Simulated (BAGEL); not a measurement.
**HF (hydrogen fluoride) at FCI/STO-3G (density fitting with qzvpp-jkfit)**

Aim: the energy change on altering one bond length of HF (hydrogen fluoride) at FCI/STO-3G (density fitting with qzvpp-jkfit), from 2 runs. 

The results are computed with BAGEL 1.2.2.

1 further run of the same task is left out (set aside as unsound or not needed). Runs told in other sessions of the task aren't counted.

### 1 Starting point

HF: 2 atoms, total charge 0, spin state singlet. SMILES: `F`. The shape is that of a PBE0-D4/def2-TZVP optimisation.

Bond lengths: F1–H2 0.920 Å.

### 2 The energy at FCI/STO-3G (density fitting with qzvpp-jkfit)

File input.json:

```json
{ "bagel": [

{
  "title": "molecule",
  "basis": "sto-3g",
  "df_basis": "qzvpp-jkfit",
  "angstrom": true,
  "geometry": [
    { "atom": "F", "xyz": [   -0.390000,    0.144600,   -0.196400 ] },
    { "atom": "H", "xyz": [    0.390000,   -0.144600,    0.196400 ] }
  ]
},
{ "title": "hf" },
{ "title": "fci", "nstate": 1, "ncore": 1 }

]}
```

On the command line:

```
BAGEL_NUM_THREADS=1 BAGEL input.json > input.out
```

What it wrote:

```text
* using 1 threads per process

  ===============================================================
  ===============================================================

  *** Geometry ***

  { "atom" : "F", "xyz" : [     -0.736993,      0.273254,     -0.371142 ] },
  { "atom" : "H", "xyz" : [      0.736993,     -0.273254,      0.371142 ] },

  Number of auxiliary basis functions:       95

  Since a DF basis is specified, we compute 2- and 3-index integrals:
    o Being stored without compression. Storage requirement is 0.000 GB

  Number of basis functions:        6
  Number of electrons      :       10

    * METHOD: MOLECULE                             0.02

  *** RHF ***

  === Nuclear Repulsion ===
     5.1769523111

      * DIIS with orbital gradients will be used.

  === RHF iteration (sto-3g) ===
      0        -98.52971254          0.05470448           0.00
      1        -98.57034357          0.00689634           0.00
      2        -98.57117923          0.00086639           0.00
      3        -98.57118937          0.00003632           0.00
      4        -98.57118939          0.00000127           0.00
      5        -98.57118939          0.00000001           0.00
    * SCF iteration converged.

    * Permanent dipole moment:
           (   -0.428759,     0.158971,    -0.215918) a.u.

    * METHOD: HF                                   0.03

  ---------------------------
        FCI calculation
  ---------------------------

  Performs exactly the same way as Knowles & Handy 1984 CPL

  o alpha-beta strings
      length:            10
  o size of the space
      determinant space:  25
      spin-adapted space: 15

  o single displacement lists (alpha)
      length:            40
  o single displacement lists (beta)
      length:            40

     guess   0:   closed 1111.                open .....

  === FCI iteration ===

      0  0       -98.57118939     4.37e-02      0.00
      1  0       -98.59659110     7.25e-03      0.00
      2  0       -98.59722792     7.68e-04      0.00
      3  0       -98.59723510     8.77e-05      0.00
      4  0       -98.59723524     4.10e-06      0.00
      5  0       -98.59723524     9.34e-08      0.00
      6  0 *     -98.59723524     8.60e-15      0.00

     * ci vector, state   0, <S^2> = -0.0000
       2222.     0.9923183387
       2.222    -0.1097894017

    * METHOD: FCI                                  0.00

  ===============================================================
```

Wall time 0.18 s (1 thread of Arm Neoverse V1, shared host).

### 3 The distorted shape at the same level

File input.json:

```json
{ "bagel": [

{
  "title": "molecule",
  "basis": "sto-3g",
  "df_basis": "qzvpp-jkfit",
  "angstrom": true,
  "geometry": [
    { "atom": "F", "xyz": [      -0.507038,       0.187994,      -0.255339 ] },
    { "atom": "H", "xyz": [       0.390000,      -0.144600,       0.196400 ] }
  ]
},

{
  "title": "hf"
},

{
  "title": "fci",
  "nstate": 1,
  "ncore": 1
}

]}
```

On the command line:

```
BAGEL_NUM_THREADS=1 BAGEL input.json > input.out
```

What it wrote:

```text
* using 1 threads per process

  ===============================================================
  ===============================================================

  *** Geometry ***

  { "atom" : "F", "xyz" : [     -0.958163,      0.355257,     -0.482521 ] },
  { "atom" : "H", "xyz" : [      0.736993,     -0.273254,      0.371142 ] },

  Number of auxiliary basis functions:       95

  Since a DF basis is specified, we compute 2- and 3-index integrals:
    o Being stored without compression. Storage requirement is 0.000 GB

  Number of basis functions:        6
  Number of electrons      :       10

    * METHOD: MOLECULE                             0.02

  *** RHF ***

  === Nuclear Repulsion ===
     4.5015073297

      * DIIS with orbital gradients will be used.

  === RHF iteration (sto-3g) ===
      0        -98.50346104          0.06610510           0.00
      1        -98.56133332          0.00490916           0.00
      2        -98.56172265          0.00081957           0.00
      3        -98.56173026          0.00002328           0.00
      4        -98.56173027          0.00000086           0.00
      5        -98.56173027          0.00000000           0.00
    * SCF iteration converged.

    * Permanent dipole moment:
           (   -0.387448,     0.143654,    -0.195115) a.u.

    * METHOD: HF                                   0.03

  ---------------------------
        FCI calculation
  ---------------------------

  Performs exactly the same way as Knowles & Handy 1984 CPL

  o alpha-beta strings
      length:            10
  o size of the space
      determinant space:  25
      spin-adapted space: 15

  o single displacement lists (alpha)
      length:            40
  o single displacement lists (beta)
      length:            40

     guess   0:   closed 1111.                open .....

  === FCI iteration ===

      0  0       -98.56173027     4.72e-02      0.00
      1  0       -98.59904990     8.84e-03      0.00
      2  0       -98.60011008     9.85e-04      0.00
      3  0       -98.60012448     1.26e-04      0.00
      4  0       -98.60012477     1.13e-06      0.00
      5  0       -98.60012477     1.49e-07      0.00
      6  0 *     -98.60012477     2.66e-15      0.00

     * ci vector, state   0, <S^2> = -0.0000
       2222.     0.9857097451
       2.222    -0.1578447089

    * METHOD: FCI                                  0.00

  ===============================================================
```

It took 0.18 s on 1 thread of Arm Neoverse V1, shared host.

### 4 What came out

Level: FCI/STO-3G (density fitting with qzvpp-jkfit), 1 core orbital frozen.

| quantity | value |
| --- | --- |
| first shape: total energy | -98.59724 Eh |
| distorted shape: total energy | -98.60012 Eh |
| energy change with the F1–H2 bond stretched from 0.920 to 1.058 Å | -0.079 eV |

**Reading.** With the F1–H2 bond stretched from 0.920 to 1.058 Å the energy falls by 0.08 eV (7.6 kJ/mol). The first shape isn't relaxed at this level, so the change isn't measured from a minimum. The minimal basis adds a large error of its own.
